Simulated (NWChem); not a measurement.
System: SiH2 cation, doublet

```xyz
3

Si     0.0000     0.0000     0.0936
H      1.2890     0.0000    -0.6549
H     -1.2890     0.0000    -0.6549
```
Atoms are numbered in this order, from 1.

All runs: NWChem. Spin-unrestricted. In the optimisation the excess spin sits in a1 (C2v, its own frame). Structure relaxed at the PBE0-D3(BJ)/def2-TZVP, spin-unrestricted level. No stability test was run on the SCF state. Level PBE0/def2-SVPD: energy and gradient; each run changes one setting, and changes count from the defaults (medium grid, exact Coulomb integrals, symmetry on).

```csv
setting,size of the energy change (μHa),largest change of a gradient component (μHa/bohr)
defaults,< 10,< 30
symmetry off,< 10,other frame
extra-fine grid,< 10,60
tight SCF thresholds and tolerances,< 10,< 30
Becke weights,< 10,60
coarse grid,10,100
```
